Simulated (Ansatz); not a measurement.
A geometry relaxed with B3LYP-D3(BJ)/def2-SVP (Ansatz, a quantum-chemistry and plane-wave program), charge 0, multiplicity 1:

```xyz
4

H     -0.3984     0.8492    -0.0992
H     -0.5367    -0.7691    -0.1010
H      0.9339    -0.0797    -0.1058
N      0.0012    -0.0004     0.3060
```

**Question.** Write the SMILES of this molecule.

**Answer.** `N`
